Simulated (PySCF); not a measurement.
Species: isothiofulminic acid, CHNS.
SMILES with atom numbers: `[C-:1]#[N+:2][SH:3]` (hydrogens: H4 on S3)

Geometry (PBE0-D3(BJ)/def2-SVP, Å), atoms numbered from 1 in this order:
```xyz
4
CHNS angstrom
C      1.8035   -0.1123   -0.4045
N      0.6357    0.0623   -0.4052
S     -0.9796    0.4108   -0.5290
H     -1.3764   -0.4512    0.4367
```

Level: wB97X-D/def2-SVPD in PySCF, non-relativistic, on one gas-phase PBE0-D3(BJ)/def2-SVP geometry that isn't relaxed in the solvent. The solvent is an IEF-PCM continuum (Bondi radii, 1.10 Å for H, scaled by 1.2), and excitations are vertical TDDFT with non-equilibrium linear response and a frozen core. The model holds no explicit solvent molecules, cavitation or dispersion.

Gas-phase singlets (H = HOMO, L = LUMO):

```
state  E (eV)  λ (nm)      f  leading configuration
   S1   5.068     245  0.000                H→L 97%
   S2   6.214     200  0.003              H→L+1 86%
   S3   6.750     184  0.016              H→L+2 83%
   S4   7.109     174  0.043              H→L+3 65%
   S5   7.434     167  0.056              H-1→L 65%
```

Problem. Give the list for dichloromethane (ε = 8.93), n² = 2.03.

Solution. 
```tsv
state	E (eV)	λ (nm)	f	leading configuration	change by rank (eV)
S1	5.162	240	0.000	H→L 96%	+0.094
S2	6.256	198	0.000	H→L+1 76%	+0.042
S3	6.809	182	0.028	H→L+3 78%	+0.059
S4	6.893	180	0.110	H→L+2 79%	-0.216
S5	7.660	162	0.089	H-1→L 68%	+0.226
```

Problem. What are the lowest 5 singlets in acetonitrile (ε = 35.69)?

Solution. 
```tsv
state	E (eV)	λ (nm)	f	leading configuration	change by rank (eV)
S1	5.178	239	0.000	H→L 96%	+0.110
S2	6.255	198	0.000	H→L+1 77%	+0.041
S3	6.836	181	0.029	H→L+3 79%	+0.086
S4	6.867	181	0.108	H→L+2 79%	-0.242
S5	7.713	161	0.088	H-1→L 69%	+0.279
```

Problem. The ground-state energy changes by -0.224 eV from gas to acetonitrile. By how much does the total energy of gas-phase S1 change?

Solution. E(S1) = E(S0) + excitation energy, so it changes by -0.224 + 0.110 = -0.114 eV: it is lowered less than the ground state, which is what a blue shift means. This is the vertical state, with the slow part of the continuum still set for S0.

Problem. How do the frontier levels move from gas to acetonitrile?

Solution. 
| orbital | gas (eV) | solvent (eV) | change (eV) |
| --- | --- | --- | --- |
| LUMO+2 | 1.96 | 1.95 | -0.01 |
| LUMO+1 | 1.21 | 1.71 | +0.50 |
| LUMO | 0.68 | 1.04 | +0.36 |
| HOMO | -9.86 | -9.62 | +0.24 |
| HOMO-1 | -11.14 | -11.40 | -0.26 |
| HOMO-2 | -12.16 | -11.96 | +0.20 |
| HOMO-3 | -14.04 | -13.95 | +0.09 |

The HOMO–LUMO gap goes from 10.54 to 10.65 eV. Rows go by rank; for LUMO+2 the atom shares or the degeneracy differ between the runs, so the row needn't follow one orbital.

Time: 3.3 s of wall time; peak memory 0.34 GiB. Hardware: one thread, Intel Xeon Platinum 8488C (x86_64), on a shared host. This is the whole response run at wB97X-D/def2-SVPD in acetonitrile, SCF included.

wB97X-D is run here without its empirical dispersion term; that term would change no orbital, density or response property at a fixed geometry.
